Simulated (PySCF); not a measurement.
# Basis set benchmark on one molecule

Molecule: `OC1CCCC1`, C5H10O.

Geometry:
```csv
atom,x (Å),y (Å),z (Å)
O1,1.286,0.185,1.441
C2,1.146,-0.033,0.054
C3,0.291,-1.279,-0.121
C4,-1.143,-0.801,0.160
C5,-1.138,0.722,-0.116
C6,0.282,1.044,-0.600
H7,1.696,1.047,1.566
H8,2.136,-0.133,-0.432
H9,0.624,-2.088,0.546
H10,0.393,-1.637,-1.158
H11,-1.409,-0.997,1.208
H12,-1.878,-1.336,-0.459
H13,-1.354,1.274,0.810
H14,-1.900,1.024,-0.850
H15,0.613,2.066,-0.351
H16,0.357,0.943,-1.696
```

Geometry PBE0-D3(BJ)/def2-SVP throughout; GIAO in PySCF, gas phase, one conformer, non-relativistic; equivalent atoms averaged; functional PBE0.

Reference values (measured; solution, not stated per compound (mostly CDCl3 or CCl4); Pretsch, Buehlmann, Badertscher, Structure Determination of Organic Compounds, 4th ed. (2009)): δ(C2) = 73.7 ppm, δ(C3/C6) = 35.4 ppm, δ(C4/C5) = 23.4 ppm. Computed shifts are taken against TMS, calculated as an isolated molecule at each level.

Task: How do the basis sets STO-3G, 6-31G, pcSseg-0, 6-31G*, def2-SVP, cc-pVDZ, pcSseg-1, 6-311+G(2d,p), aug-cc-pVDZ, def2-TZVP, IGLO-III, cc-pVTZ perform against the reference? Times are CPU seconds on shared hosts with different chips, so compare them loosely.

Result: 
```
    basis set  functions    C2  C3/C6  C4/C5  mean abs. error C  core-s
       STO-3G         40  63.6   33.9   31.2                6.5     5.9
        6-31G         74  72.5   37.6   24.4                1.5      12
     pcSseg-0         74  78.7   39.7   24.2                3.4     3.6
       6-31G*        104  71.0   35.7   22.9                1.2      17
     def2-SVP        134  71.7   35.7   21.6                1.4      22
      cc-pVDZ        134  73.5   37.7   23.8                1.0     8.1
     pcSseg-1        152  75.7   37.7   23.3                1.5      15
6-311+G(2d,p)        222  75.1   37.4   22.8                1.3      48
  aug-cc-pVDZ        228  73.1   37.1   22.4                1.1      17
    def2-TZVP        246  76.9   38.2   23.5                2.0      58
     IGLO-III        310  78.0   39.0   23.8                2.8      27
      cc-pVTZ        320  75.8   37.9   23.5                1.6      32
```

For ¹³C the closest is cc-pVDZ (1.0 ppm, with aug-cc-pVDZ, 6-31G* practically level) and the furthest STO-3G (6.5 ppm). Where a smaller basis beats a larger one, errors probably cancel. One molecule is a small sample, and vibrational and solvent effects are absent from the calculation.

A small basis that lands close on one nucleus may do so by chance; judge by the trend and by all nuclei.
